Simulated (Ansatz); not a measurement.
Rock-salt EuN was calculated with r²SCAN-D4 (Ansatz, an electronic-structure program, plane waves, PAW).

Run with plane-wave cutoff 560 eV, 12×12×12 k mesh, Fermi–Dirac smearing 0.01 eV, spin-polarised with parallel moments, scalar-relativistic PAW data made under PBE.

Cell (relaxed at this level):

```
CELL_PARAMETERS angstrom
      0.00000     2.51281     2.51281
      2.51281     0.00000     2.51281
      2.51281     2.51281     0.00000
ATOMIC_POSITIONS crystal
  Eu 0.00000 0.00000 0.00000
  N  0.50000 0.50000 0.50000
```
Starting moments (μB, in the order of the record's atoms Eu N): 7.0 0.0.

### Question
What does this level give for the bulk modulus and pressure derivative B′ of the bulk modulus?

### Answer

* **bulk modulus**: 127 GPa
* **pressure derivative B′ of the bulk modulus**: 4.5

Note: the magnetic order was assumed, not searched for or taken from measurement; the 4f shell is treated without U or exact exchange, so its levels and filling can be wrong.

Spin–orbit coupling is not included; it can open a gap where bands touch, and shift volumes and moduli.

The computed numbers hold no vibrational or temperature effects.

Computing time: about 40 core-minutes (a rough figure).
